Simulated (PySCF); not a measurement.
# BeH3O−, a complex of two parts: interaction energy, part 3 of 3

PySCF 2.14.0. Atoms count from 0, parts from 1.

## Step 8: Coupled-cluster interaction energy: CCSD(T) and MP2, 1.37 Å

The job: settings as JSON, then the geometry in Å.

```
{"job": {"kind": "intercc", "basis": "aug-cc-pVDZ", "basis_mid": "aug-cc-pVTZ", "basis_large": "aug-cc-pVQZ"}, "charge": -1, "multiplicity": 1, "parts": [{"atoms": "0-2", "charge": 0, "multiplicity": 1}, {"atoms": "3-4", "charge": -1, "multiplicity": 1}]}
Be     0.466566     0.342725     0.797949
H      1.661502     0.847604     0.157293
H     -0.556345     1.201124     1.310906
O      0.322497    -1.019213     0.913500
H      1.085568    -1.445749     0.523651
```

Method: CCSD(T)/aug-cc-pVDZ and MP2/aug-cc-pVTZ, aug-cc-pVQZ counterpoise interaction energy, frozen core, gas phase.

The program printed:

```text
part 1, own basis, geometry of the cluster: E = -15.7382395652 (as before)

part 2, own basis, geometry of the cluster: E = -75.4123744260 (as before)

part 1, own basis, relaxed alone: E = -15.7719336559 (as before)

part 2, own basis, relaxed alone: E = -75.4121667967 (as before)

cluster
final grid: 4008 points
cycle   1  E = -91.2980227952  dE = -1.226e-01  |g| = 1.432e-01  |ddm| = 2.688e+00
cycle   2  E = -91.3077946293  dE = -9.772e-03  |g| = 4.590e-02  |ddm| = 5.178e-01
cycle   3  E = -91.3090152903  dE = -1.221e-03  |g| = 2.383e-02  |ddm| = 1.602e-01
cycle   4  E = -91.3091959424  dE = -1.807e-04  |g| = 5.578e-03  |ddm| = 6.580e-02
cycle   5  E = -91.3092097745  dE = -1.383e-05  |g| = 1.214e-03  |ddm| = 1.828e-02
cycle   6  E = -91.3092109536  dE = -1.179e-06  |g| = 1.569e-04  |ddm| = 9.133e-03
cycle   7  E = -91.3092109810  dE = -2.731e-08  |g| = 3.137e-05  |ddm| = 1.592e-03
cycle   8  E = -91.3092109818  dE = -8.727e-10  |g| = 8.670e-06  |ddm| = 2.376e-04
converged SCF energy = -91.3092109818

part 1 in the basis of the cluster
final grid: 4008 points
cycle   1  E = -15.7383413287  dE = -1.133e-04  |g| = 2.492e-03  |ddm| = 3.762e-01
cycle   2  E = -15.7383428742  dE = -1.546e-06  |g| = 3.336e-04  |ddm| = 5.858e-02
cycle   3  E = -15.7383429256  dE = -5.136e-08  |g| = 3.856e-05  |ddm| = 1.243e-02
cycle   4  E = -15.7383429268  dE = -1.245e-09  |g| = 6.814e-06  |ddm| = 1.477e-03
cycle   5  E = -15.7383429269  dE = -5.429e-11  |g| = 1.193e-06  |ddm| = 6.521e-05
converged SCF energy = -15.7383429269

part 2 in the basis of the cluster
final grid: 4008 points
cycle   1  E = -75.4125431027  dE = -1.442e-04  |g| = 2.987e-03  |ddm| = 3.236e-01
cycle   2  E = -75.4125524895  dE = -9.387e-06  |g| = 8.506e-04  |ddm| = 5.326e-02
cycle   3  E = -75.4125539334  dE = -1.444e-06  |g| = 5.727e-04  |ddm| = 1.399e-02
cycle   4  E = -75.4125540834  dE = -1.500e-07  |g| = 1.330e-04  |ddm| = 2.006e-03
cycle   5  E = -75.4125541243  dE = -4.091e-08  |g| = 3.851e-05  |ddm| = 1.597e-03
cycle   6  E = -75.4125541259  dE = -1.567e-09  |g| = 6.761e-06  |ddm| = 2.801e-04
cycle   7  E = -75.4125541259  dE = -4.803e-11  |g| = 1.043e-06  |ddm| = 6.787e-05
converged SCF energy = -75.4125541259

Interaction energy (kcal/mol)
  counterpoise      -91.605
  uncorrected       -93.283
  dispersion part     0.000
  deformation        20.138
  binding           -71.467

Decomposition of the uncorrected value (kcal/mol)
  electrostatic    -155.209
  Pauli             139.627
  orbital           -83.931
  dispersion          0.000
  correlation         6.230

Charge of each part in the cluster: -0.130 -0.870
part 1, own basis, geometry of the cluster: E = -15.7391927419 (as before)

part 2, own basis, geometry of the cluster: E = -75.4171754352 (as before)

part 1, own basis, relaxed alone: E = -15.7730139238 (as before)

part 2, own basis, relaxed alone: E = -75.4169508141 (as before)

cluster
final grid: 4008 points
cycle   1  E = -91.3047377326  dE = -1.228e-01  |g| = 1.459e-01  |ddm| = 2.879e+00
cycle   2  E = -91.3145718268  dE = -9.834e-03  |g| = 4.703e-02  |ddm| = 5.269e-01
cycle   3  E = -91.3158039576  dE = -1.232e-03  |g| = 2.388e-02  |ddm| = 1.663e-01
cycle   4  E = -91.3159895489  dE = -1.856e-04  |g| = 6.029e-03  |ddm| = 6.937e-02
cycle   5  E = -91.3160043162  dE = -1.477e-05  |g| = 1.272e-03  |ddm| = 1.867e-02
cycle   6  E = -91.3160055445  dE = -1.228e-06  |g| = 1.637e-04  |ddm| = 9.248e-03
cycle   7  E = -91.3160055736  dE = -2.910e-08  |g| = 3.237e-05  |ddm| = 1.913e-03
cycle   8  E = -91.3160055745  dE = -9.288e-10  |g| = 9.020e-06  |ddm| = 3.282e-04
converged SCF energy = -91.3160055745

part 1 in the basis of the cluster
final grid: 4008 points
cycle   1  E = -15.7391938323  dE = -1.067e-05  |g| = 6.759e-04  |ddm| = 1.674e-01
cycle   2  E = -15.7391939090  dE = -7.664e-08  |g| = 6.253e-05  |ddm| = 1.806e-02
cycle   3  E = -15.7391939105  dE = -1.519e-09  |g| = 6.491e-06  |ddm| = 2.735e-03
cycle   4  E = -15.7391939105  dE = -3.321e-11  |g| = 1.046e-06  |ddm| = 3.267e-04
converged SCF energy = -15.7391939105

part 2 in the basis of the cluster
final grid: 4008 points
cycle   1  E = -75.4172589068  dE = -5.795e-05  |g| = 1.743e-03  |ddm| = 3.251e-01
cycle   2  E = -75.4172632752  dE = -4.368e-06  |g| = 5.614e-04  |ddm| = 4.704e-02
cycle   3  E = -75.4172639728  dE = -6.976e-07  |g| = 4.086e-04  |ddm| = 1.226e-02
cycle   4  E = -75.4172640575  dE = -8.472e-08  |g| = 7.955e-05  |ddm| = 2.515e-03
cycle   5  E = -75.4172640718  dE = -1.438e-08  |g| = 2.427e-05  |ddm| = 1.239e-03
cycle   6  E = -75.4172640725  dE = -6.726e-10  |g| = 4.204e-06  |ddm| = 2.556e-04
converged SCF energy = -75.4172640725

Interaction energy (kcal/mol)
  counterpoise      -93.315
  uncorrected       -94.208
  dispersion part     0.000
  deformation        20.275
  binding           -73.040

Decomposition of the uncorrected value (kcal/mol)
  electrostatic    -154.977
  Pauli             138.949
  orbital           -84.136
  dispersion          0.000
  correlation         5.956

Charge of each part in the cluster: -0.130 -0.870
part 1 in the basis of the cluster: E(HF) = -15.735171863  E2 = -0.055277147  E(CCSD corr) = -0.073475347  (T) = -0.000647660
part 2 in the basis of the cluster: E(HF) = -75.396533408  E2 = -0.243269493  E(CCSD corr) = -0.241879495  (T) = -0.008627146
cluster: E(HF) = -91.281068930  E2 = -0.283952496  E(CCSD corr) = -0.304497503  (T) = -0.007489580

Counterpoise interaction energy (kcal/mol)
  hf_small                 -93.727
  mp2_small                -84.569
  ccsd_small               -86.914
  ccsdt_small              -85.794
  hf_large                -100.118
  mp2_large                -93.315
  hf_middle                -99.344
  mp2_middle               -91.605
  scs_mp2_large            -92.689
  mp2_limit                -93.998
  ccsdt_less_mp2            -1.225
  ccsdt_limit_estimate     -95.223
  bsse_mp2_large             0.892
```

Wall time 27 s (1 thread of Arm Neoverse N1, shared host); peak memory 0.54 GiB.

Contacts at this geometry (a selection, picked against the atoms' radii; other short pairs can be missing):

```csv
atoms,distance (Å),kind (by distance and angle),angle (°)
Be0···O3,1.37,bonding distance,–
Be0···H4,1.91,inside the van der Waals sum,–
```

Differences are taken before rounding.

```csv
method,interaction energy (kcal/mol),"from CCSD(T), limit estimate (kcal/mol)"
HF/aug-cc-pVDZ,-93.73,+1.50
MP2/aug-cc-pVDZ,-84.57,+10.65
CCSD/aug-cc-pVDZ,-86.91,+8.31
CCSD(T)/aug-cc-pVDZ,-85.79,+9.43
HF/aug-cc-pVQZ,-100.12,-4.89
MP2/aug-cc-pVQZ,-93.32,+1.91
SCS-MP2/aug-cc-pVQZ,-92.69,+2.53
"MP2, extrapolated",-94.00,+1.22
"CCSD(T), limit estimate",-95.22,0
```

These energies keep the parts at their geometry in the cluster; deforming them to it costs 20.27 kcal/mol (MP2).

## Step 9: Coupled-cluster interaction energy: CCSD(T) and MP2, 2.29 Å

Settings changed since step 8:

```diff
@@ -4,3 +4,3 @@
 H     -0.556345     1.201124     1.310906
-O      0.322497    -1.019213     0.913500
-H      1.085568    -1.445749     0.523651
+O      0.226451    -1.927171     0.990534
+H      0.989522    -2.353707     0.600685
```

Method: CCSD(T)/aug-cc-pVDZ and MP2/aug-cc-pVTZ, aug-cc-pVQZ counterpoise interaction energy, frozen core, gas phase.

The program printed:

```text
part 1, own basis, geometry of the cluster: E = -15.7382395652 (as before)

part 2, own basis, geometry of the cluster: E = -75.4123744260 (as before)

part 1, own basis, relaxed alone: E = -15.7719336559 (as before)

part 2, own basis, relaxed alone: E = -75.4121667967 (as before)

cluster
final grid: 4008 points
cycle   1  E = -91.2458522096  dE = -2.943e-02  |g| = 7.018e-02  |ddm| = 8.437e-01
cycle   2  E = -91.2499542513  dE = -4.102e-03  |g| = 3.367e-02  |ddm| = 2.034e-01
cycle   3  E = -91.2508316941  dE = -8.774e-04  |g| = 2.263e-02  |ddm| = 9.922e-02
cycle   4  E = -91.2510704010  dE = -2.387e-04  |g| = 4.598e-03  |ddm| = 5.354e-02
cycle   5  E = -91.2510948471  dE = -2.445e-05  |g| = 1.441e-03  |ddm| = 1.756e-02
cycle   6  E = -91.2510974316  dE = -2.585e-06  |g| = 3.751e-04  |ddm| = 5.889e-03
cycle   7  E = -91.2510975855  dE = -1.539e-07  |g| = 8.790e-05  |ddm| = 1.696e-03
cycle   8  E = -91.2510975943  dE = -8.782e-09  |g| = 2.197e-05  |ddm| = 4.105e-04
cycle   9  E = -91.2510975947  dE = -3.287e-10  |g| = 4.001e-06  |ddm| = 1.022e-04
converged SCF energy = -91.2510975947

part 1 in the basis of the cluster
final grid: 4008 points
cycle   1  E = -15.7382661733  dE = -3.537e-05  |g| = 1.150e-03  |ddm| = 1.939e-01
cycle   2  E = -15.7382666064  dE = -4.331e-07  |g| = 1.487e-04  |ddm| = 2.603e-02
cycle   3  E = -15.7382666171  dE = -1.067e-08  |g| = 1.256e-05  |ddm| = 4.539e-03
cycle   4  E = -15.7382666172  dE = -1.317e-10  |g| = 2.449e-06  |ddm| = 3.216e-04
converged SCF energy = -15.7382666172

part 2 in the basis of the cluster
final grid: 4008 points
cycle   1  E = -75.4124786552  dE = -8.384e-05  |g| = 2.258e-03  |ddm| = 1.918e-01
cycle   2  E = -75.4124855718  dE = -6.917e-06  |g| = 7.120e-04  |ddm| = 3.244e-02
cycle   3  E = -75.4124866529  dE = -1.081e-06  |g| = 4.962e-04  |ddm| = 8.428e-03
cycle   4  E = -75.4124867611  dE = -1.083e-07  |g| = 9.645e-05  |ddm| = 1.254e-03
cycle   5  E = -75.4124867821  dE = -2.096e-08  |g| = 2.861e-05  |ddm| = 8.628e-04
cycle   6  E = -75.4124867830  dE = -9.005e-10  |g| = 4.681e-06  |ddm| = 1.877e-04
converged SCF energy = -75.4124867830

Interaction energy (kcal/mol)
  counterpoise      -63.088
  uncorrected       -63.772
  dispersion part     0.000
  deformation        20.138
  binding           -42.950

Decomposition of the uncorrected value (kcal/mol)
  electrostatic     -52.830
  Pauli              11.544
  orbital           -21.760
  dispersion          0.000
  correlation        -0.725

Charge of each part in the cluster: -0.101 -0.899
part 1, own basis, geometry of the cluster: E = -15.7391927419 (as before)

part 2, own basis, geometry of the cluster: E = -75.4171754352 (as before)

part 1, own basis, relaxed alone: E = -15.7730139238 (as before)

part 2, own basis, relaxed alone: E = -75.4169508141 (as before)

cluster
final grid: 4008 points
cycle   1  E = -91.2515779206  dE = -2.968e-02  |g| = 7.069e-02  |ddm| = 7.707e-01
cycle   2  E = -91.2557295298  dE = -4.152e-03  |g| = 3.404e-02  |ddm| = 1.928e-01
cycle   3  E = -91.2566206048  dE = -8.911e-04  |g| = 2.268e-02  |ddm| = 9.873e-02
cycle   4  E = -91.2568597769  dE = -2.392e-04  |g| = 4.744e-03  |ddm| = 5.377e-02
cycle   5  E = -91.2568847397  dE = -2.496e-05  |g| = 1.522e-03  |ddm| = 1.810e-02
cycle   6  E = -91.2568875845  dE = -2.845e-06  |g| = 3.903e-04  |ddm| = 6.095e-03
cycle   7  E = -91.2568877491  dE = -1.647e-07  |g| = 9.021e-05  |ddm| = 1.840e-03
cycle   8  E = -91.2568877582  dE = -9.089e-09  |g| = 2.292e-05  |ddm| = 4.701e-04
cycle   9  E = -91.2568877586  dE = -3.660e-10  |g| = 4.213e-06  |ddm| = 1.091e-04
converged SCF energy = -91.2568877586

part 1 in the basis of the cluster
final grid: 4008 points
cycle   1  E = -15.7391888527  dE = -3.782e-06  |g| = 3.320e-04  |ddm| = 7.054e-02
cycle   2  E = -15.7391888842  dE = -3.152e-08  |g| = 3.681e-05  |ddm| = 7.694e-03
cycle   3  E = -15.7391888849  dE = -6.330e-10  |g| = 3.596e-06  |ddm| = 1.174e-03
converged SCF energy = -15.7391888849

part 2 in the basis of the cluster
final grid: 4008 points
cycle   1  E = -75.4172332024  dE = -3.643e-05  |g| = 1.401e-03  |ddm| = 1.262e-01
cycle   2  E = -75.4172366471  dE = -3.445e-06  |g| = 4.880e-04  |ddm| = 1.996e-02
cycle   3  E = -75.4172371942  dE = -5.470e-07  |g| = 3.573e-04  |ddm| = 6.346e-03
cycle   4  E = -75.4172372559  dE = -6.175e-08  |g| = 5.745e-05  |ddm| = 1.469e-03
cycle   5  E = -75.4172372628  dE = -6.833e-09  |g| = 1.938e-05  |ddm| = 5.700e-04
cycle   6  E = -75.4172372632  dE = -4.361e-10  |g| = 3.254e-06  |ddm| = 1.343e-04
converged SCF energy = -75.4172372632

Interaction energy (kcal/mol)
  counterpoise      -63.185
  uncorrected       -63.545
  dispersion part     0.000
  deformation        20.275
  binding           -42.910

Decomposition of the uncorrected value (kcal/mol)
  electrostatic     -52.776
  Pauli              11.662
  orbital           -21.954
  dispersion          0.000
  correlation        -0.477

Charge of each part in the cluster: -0.101 -0.899
part 1 in the basis of the cluster: E(HF) = -15.735000809  E2 = -0.054488685  E(CCSD corr) = -0.072670504  (T) = -0.000618261
part 2 in the basis of the cluster: E(HF) = -75.396344917  E2 = -0.241958918  E(CCSD corr) = -0.240698292  (T) = -0.008388420
cluster: E(HF) = -91.231572374  E2 = -0.296299266  E(CCSD corr) = -0.313476326  (T) = -0.009365336

Counterpoise interaction energy (kcal/mol)
  hf_small                 -62.893
  mp2_small                -62.800
  ccsd_small               -62.961
  ccsdt_small              -63.186
  hf_large                 -63.041
  mp2_large                -63.185
  hf_middle                -62.967
  mp2_middle               -63.088
  scs_mp2_large            -62.771
  mp2_limit                -63.202
  ccsdt_less_mp2            -0.386
  ccsdt_limit_estimate     -63.587
  bsse_mp2_large             0.360
```

Run time: 27 s. Hardware: 1 thread of Arm Neoverse N1, shared host; peak memory 0.54 GiB.

Contacts at this geometry (a selection, picked against the atoms' radii; other short pairs can be missing):

```csv
atoms,distance (Å),kind (by distance and angle),angle (°)
Be0···O3,2.29,inside the van der Waals sum,–
```

Differences are taken before rounding.

```csv
method,interaction energy (kcal/mol),"from CCSD(T), limit estimate (kcal/mol)"
HF/aug-cc-pVDZ,-62.89,+0.69
MP2/aug-cc-pVDZ,-62.80,+0.79
CCSD/aug-cc-pVDZ,-62.96,+0.63
CCSD(T)/aug-cc-pVDZ,-63.19,+0.40
HF/aug-cc-pVQZ,-63.04,+0.55
MP2/aug-cc-pVQZ,-63.18,+0.40
SCS-MP2/aug-cc-pVQZ,-62.77,+0.82
"MP2, extrapolated",-63.20,+0.39
"CCSD(T), limit estimate",-63.59,0
```

These energies keep the parts at their geometry in the cluster; deforming them to it costs 20.27 kcal/mol (MP2).

## Step 10: Coupled-cluster interaction energy: CCSD(T) and MP2, 3.05 Å

Settings changed since step 9:

```diff
@@ -4,3 +4,3 @@
 H     -0.556345     1.201124     1.310906
-O      0.226451    -1.927171     0.990534
-H      0.989522    -2.353707     0.600685
+O      0.146412    -2.683803     1.054729
+H      0.909483    -3.110339     0.664880
```

Level: CCSD(T)/aug-cc-pVDZ and MP2/aug-cc-pVTZ, aug-cc-pVQZ counterpoise interaction energy, frozen core, gas phase.

The program printed:

```text
part 1, own basis, geometry of the cluster: E = -15.7382395652 (as before)

part 2, own basis, geometry of the cluster: E = -75.4123744260 (as before)

part 1, own basis, relaxed alone: E = -15.7719336559 (as before)

part 2, own basis, relaxed alone: E = -75.4121667967 (as before)

cluster
final grid: 4008 points
cycle   1  E = -91.2001352284  dE = -9.931e-03  |g| = 3.643e-02  |ddm| = 3.418e-01
cycle   2  E = -91.2016087170  dE = -1.473e-03  |g| = 1.710e-02  |ddm| = 9.883e-02
cycle   3  E = -91.2020229573  dE = -4.142e-04  |g| = 1.068e-02  |ddm| = 6.676e-02
cycle   4  E = -91.2020794191  dE = -5.646e-05  |g| = 3.287e-03  |ddm| = 2.111e-02
cycle   5  E = -91.2020956947  dE = -1.628e-05  |g| = 9.699e-04  |ddm| = 1.429e-02
cycle   6  E = -91.2020971526  dE = -1.458e-06  |g| = 2.722e-04  |ddm| = 4.923e-03
cycle   7  E = -91.2020972416  dE = -8.908e-08  |g| = 7.103e-05  |ddm| = 1.530e-03
cycle   8  E = -91.2020972482  dE = -6.581e-09  |g| = 1.866e-05  |ddm| = 3.385e-04
cycle   9  E = -91.2020972485  dE = -2.966e-10  |g| = 4.187e-06  |ddm| = 7.962e-05
converged SCF energy = -91.2020972485

part 1 in the basis of the cluster
final grid: 4008 points
cycle   1  E = -15.7382437299  dE = -1.179e-05  |g| = 5.690e-04  |ddm| = 6.747e-02
cycle   2  E = -15.7382438210  dE = -9.108e-08  |g| = 6.149e-05  |ddm| = 6.460e-03
cycle   3  E = -15.7382438227  dE = -1.695e-09  |g| = 5.522e-06  |ddm| = 9.238e-04
cycle   4  E = -15.7382438227  dE = -2.485e-11  |g| = 1.142e-06  |ddm| = 7.216e-05
converged SCF energy = -15.7382438227

part 2 in the basis of the cluster
final grid: 4008 points
cycle   1  E = -75.4124446804  dE = -5.365e-05  |g| = 1.721e-03  |ddm| = 1.010e-01
cycle   2  E = -75.4124499966  dE = -5.316e-06  |g| = 6.011e-04  |ddm| = 2.299e-02
cycle   3  E = -75.4124508479  dE = -8.512e-07  |g| = 4.254e-04  |ddm| = 8.246e-03
cycle   4  E = -75.4124509288  dE = -8.090e-08  |g| = 7.029e-05  |ddm| = 1.567e-03
cycle   5  E = -75.4124509385  dE = -9.754e-09  |g| = 2.387e-05  |ddm| = 6.583e-04
cycle   6  E = -75.4124509392  dE = -6.842e-10  |g| = 3.897e-06  |ddm| = 1.642e-04
converged SCF energy = -75.4124509392

Interaction energy (kcal/mol)
  counterpoise      -33.218
  uncorrected       -33.573
  dispersion part     0.000
  deformation        20.138
  binding           -13.080

Decomposition of the uncorrected value (kcal/mol)
  electrostatic     -26.463
  Pauli               1.625
  orbital            -7.463
  dispersion          0.000
  correlation        -1.273

Charge of each part in the cluster: -0.049 -0.951
part 1, own basis, geometry of the cluster: E = -15.7391927419 (as before)

part 2, own basis, geometry of the cluster: E = -75.4171754352 (as before)

part 1, own basis, relaxed alone: E = -15.7730139238 (as before)

part 2, own basis, relaxed alone: E = -75.4169508141 (as before)

cluster
final grid: 4008 points
cycle   1  E = -91.2058509771  dE = -9.900e-03  |g| = 3.657e-02  |ddm| = 3.445e-01
cycle   2  E = -91.2073305327  dE = -1.480e-03  |g| = 1.730e-02  |ddm| = 1.048e-01
cycle   3  E = -91.2077480795  dE = -4.175e-04  |g| = 1.065e-02  |ddm| = 7.028e-02
cycle   4  E = -91.2078051998  dE = -5.712e-05  |g| = 3.362e-03  |ddm| = 2.212e-02
cycle   5  E = -91.2078214007  dE = -1.620e-05  |g| = 1.038e-03  |ddm| = 1.457e-02
cycle   6  E = -91.2078230694  dE = -1.669e-06  |g| = 2.846e-04  |ddm| = 4.974e-03
cycle   7  E = -91.2078231664  dE = -9.699e-08  |g| = 7.288e-05  |ddm| = 1.685e-03
cycle   8  E = -91.2078231733  dE = -6.926e-09  |g| = 1.955e-05  |ddm| = 4.187e-04
cycle   9  E = -91.2078231736  dE = -3.348e-10  |g| = 4.290e-06  |ddm| = 9.437e-05
converged SCF energy = -91.2078231736

part 1 in the basis of the cluster
final grid: 4008 points
cycle   1  E = -15.7391878819  dE = -1.882e-06  |g| = 2.373e-04  |ddm| = 4.309e-02
cycle   2  E = -15.7391879024  dE = -2.045e-08  |g| = 3.008e-05  |ddm| = 5.230e-03
cycle   3  E = -15.7391879028  dE = -4.390e-10  |g| = 2.704e-06  |ddm| = 8.647e-04
converged SCF energy = -15.7391879028

part 2 in the basis of the cluster
final grid: 4008 points
cycle   1  E = -75.4172190197  dE = -2.609e-05  |g| = 1.190e-03  |ddm| = 9.173e-02
cycle   2  E = -75.4172218139  dE = -2.794e-06  |g| = 4.304e-04  |ddm| = 1.982e-02
cycle   3  E = -75.4172222538  dE = -4.399e-07  |g| = 3.134e-04  |ddm| = 6.908e-03
cycle   4  E = -75.4172222984  dE = -4.455e-08  |g| = 4.539e-05  |ddm| = 1.478e-03
cycle   5  E = -75.4172223022  dE = -3.857e-09  |g| = 1.595e-05  |ddm| = 4.452e-04
cycle   6  E = -75.4172223025  dE = -3.072e-10  |g| = 2.889e-06  |ddm| = 1.045e-04
converged SCF energy = -75.4172223025

Interaction energy (kcal/mol)
  counterpoise      -33.178
  uncorrected       -33.382
  dispersion part     0.000
  deformation        20.275
  binding           -12.903

Decomposition of the uncorrected value (kcal/mol)
  electrostatic     -26.481
  Pauli               1.650
  orbital            -7.450
  dispersion          0.000
  correlation        -1.100

Charge of each part in the cluster: -0.049 -0.951
part 1 in the basis of the cluster: E(HF) = -15.734930877  E2 = -0.054329260  E(CCSD corr) = -0.072535742  (T) = -0.000613350
part 2 in the basis of the cluster: E(HF) = -75.396197019  E2 = -0.241345147  E(CCSD corr) = -0.240156652  (T) = -0.008232413
cluster: E(HF) = -91.182483121  E2 = -0.297202473  E(CCSD corr) = -0.313415362  (T) = -0.009718044

Counterpoise interaction energy (kcal/mol)
  hf_small                 -32.226
  mp2_small                -33.185
  ccsd_small               -32.680
  ccsdt_small              -33.227
  hf_large                 -32.262
  mp2_large                -33.178
  hf_middle                -32.255
  mp2_middle               -33.218
  scs_mp2_large            -32.881
  mp2_limit                -33.145
  ccsdt_less_mp2            -0.042
  ccsdt_limit_estimate     -33.187
  bsse_mp2_large             0.203
```

Wall time 28 s (1 thread of Arm Neoverse N1, shared host); peak memory 0.54 GiB.

Contacts at this geometry (a selection, picked against the atoms' radii; other short pairs can be missing):

```csv
atoms,distance (Å),kind (by distance and angle),angle (°)
Be0···O3,3.05,inside the van der Waals sum,–
```

Differences are taken before rounding.

```csv
method,interaction energy (kcal/mol),"from CCSD(T), limit estimate (kcal/mol)"
HF/aug-cc-pVDZ,-32.23,+0.96
MP2/aug-cc-pVDZ,-33.18,0.00
CCSD/aug-cc-pVDZ,-32.68,+0.51
CCSD(T)/aug-cc-pVDZ,-33.23,-0.04
HF/aug-cc-pVQZ,-32.26,+0.92
MP2/aug-cc-pVQZ,-33.18,+0.01
SCS-MP2/aug-cc-pVQZ,-32.88,+0.31
"MP2, extrapolated",-33.14,+0.04
"CCSD(T), limit estimate",-33.19,0
```

These energies keep the parts at their geometry in the cluster; deforming them to it costs 20.27 kcal/mol (MP2).

## Step 11: The curve

Counterpoise interaction energies (kcal/mol):

```csv
Be0···O3 (Å),HF,MP2 limit,CCSD(T) estimate,time
1.37,-100.1,-94.00,-95.22,27 s
1.45,-105.5,-100.0,-101.2,27 s
1.53,-106.7,-101.9,-103.0,31 s
1.60,-105.2,-101.1,-102.1,27 s
1.68,-102.0,-98.53,-99.52,27 s
1.91,-87.69,-85.94,-86.70,28 s
2.29,-63.04,-63.20,-63.59,27 s
3.05,-32.26,-33.14,-33.19,28 s
```

## Step 12: Outcome

The summary covers parts 1 to 3.

| quantity | value |
| --- | --- |
| point group | Cs |
| rotational constants (main isotopes) | 127.57, 25.77, 21.44 GHz |
| CCSD(T) estimate at 1.37 Å | -95.22 kcal/mol |
| CCSD(T) estimate at 1.45 Å | -101.2 kcal/mol |
| CCSD(T) estimate at 1.53 Å | -103.0 kcal/mol |
| CCSD(T) estimate at 1.60 Å | -102.1 kcal/mol |
| CCSD(T) estimate at 1.68 Å | -99.52 kcal/mol |
| CCSD(T) estimate at 1.91 Å | -86.70 kcal/mol |
| CCSD(T) estimate at 2.29 Å | -63.59 kcal/mol |
| CCSD(T) estimate at 3.05 Å | -33.19 kcal/mol |

**Reading.** The optimisation took 6 steps and gained 0.084 eV; among the close pairs (by a distance rule), Be0–H1 changed most, from 1.397 to 1.447 Å. No frequency check was run at this level, so the end point may be a saddle. At 2.29 Å a test (T1, the size of the triples or of CCSD(T) less MP2, charge moved between the parts) flags the run, so its CCSD(T) estimate is not taken as a benchmark. At 3.05 Å a test (T1, the size of the triples or of CCSD(T) less MP2, charge moved between the parts) flags the run, so its CCSD(T) estimate is not taken as a benchmark. Along the rigid scan the CCSD(T) estimate is lowest at 1.53 Å (-103.0 kcal/mol), where MP2 at the limit misses it by +1.12 and Hartree-Fock by -3.70.
